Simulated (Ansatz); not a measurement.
**AlPHCl (singlet): from a generated start to a stationary point**

Aim: relax a generated start of AlPHCl (singlet) and see which bonds hold.

Computed with Ansatz 0.2.0, Gaussian basis. Level: RKS PBE0/def2-TZVP.

## 1. Where the work starts

4 atoms, charge 0, spin multiplicity 1.

Atoms are counted from 1 here; the program's logs count them from 0.

Bond lengths: Cl1–Al2 2.030 Å, Al2–P3 2.192 Å, P3–H4 1.404 Å. Angles: Cl1–Al2–P3 178.9°, Al2–P3–H4 87.5°.

Coordinates:

```
Cl   -2.4365   -0.9919   -0.0041
Al   -0.4752   -0.4677   -0.0017
P     1.6532    0.0560   -0.0001
H     1.2585    1.4036    0.0060
```

The start was built by rule and, where that kept it together, relaxed with GFN2-xTB. Sticks and bond lists go by distance. 

## 2. Relaxation

in.yaml reads:

```yaml
crystal:
  periodic: [false, false, false]
  atoms:
    - {symbol: Cl, position_ang: [-2.436474, -0.991887, -0.004119]}
    - {symbol: Al, position_ang: [-0.475235, -0.467714, -0.001709]}
    - {symbol: P, position_ang: [1.653223, 0.055998, -0.000126]}
    - {symbol: H, position_ang: [1.258485, 1.403602, 0.005954]}
basis:
  gaussian: {orbitals: def2-TZVP}
hamiltonian: {xc: pbe0}
relax: {f_tol: 0.004, max_steps: 80}
```

Run with:

```console
> ansatz run in.yaml --threads 1 --pin off --events-out ev --progress --plain --max-ram 2176MiB
```

Before running it: what results should come out? Wanted: energy gained; shift from the start; total energy; dipole moment.

The runs gave:

```
                  quantity           value
                     steps               7
             energy gained        0.071 eV
shift from the start (rms)         0.112 Å
              total energy  -28415.7138 eV
             dipole moment          1.97 D
```

**Reading.** The bonds of the start are those of the end. Al2–P3 went from 2.192 to 2.136 Å. No vibrations were run, so this is a stationary point, not a proven minimum, and this spin need not be the ground state's.
